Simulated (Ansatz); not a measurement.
`C=CC(=C)F` and `C=CC(=C)Cl` differ in one element.

Ansatz, PBE0-D4/def2-TZVP geometries, multiplicity 1. Each molecule was computed in one conformer, which needn't be the lowest.

```
                                          property  `C=CC(=C)F`
               HOMO–LUMO gap (PBE/def2-TZVPP) / eV         3.96
             HOMO energy (ωB97M-V/def2-TZVPP) / eV        -9.12
size of the dipole moment (ωB97M-V/def2-TZVPP) / D         1.35
                HOMO energy (PBE0/def2-TZVPP) / eV        -7.01
           HOMO–LUMO gap (ωB97M-V/def2-TZVPP) / eV        10.11
              HOMO–LUMO gap (PBE0/def2-TZVPP) / eV         5.93
```

Problem. Give the same properties after the change, and the shifts. (Best estimate.)

Solution. Ansatz gave: 
| property | `C=CC(=C)Cl` | shift |
| --- | --- | --- |
| HOMO–LUMO gap (PBE/def2-TZVPP) / eV | 3.88 | -0.08 |
| HOMO energy (ωB97M-V/def2-TZVPP) / eV | -9.14 | -0.02 |
| size of the dipole moment (ωB97M-V/def2-TZVPP) / D | 1.39 | 0.04 |
| HOMO energy (PBE0/def2-TZVPP) / eV | -7.05 | -0.04 |
| HOMO–LUMO gap (ωB97M-V/def2-TZVPP) / eV | 9.98 | -0.13 |
| HOMO–LUMO gap (PBE0/def2-TZVPP) / eV | 5.82 | -0.11 |

Dipoles are sizes alone; their direction can turn.
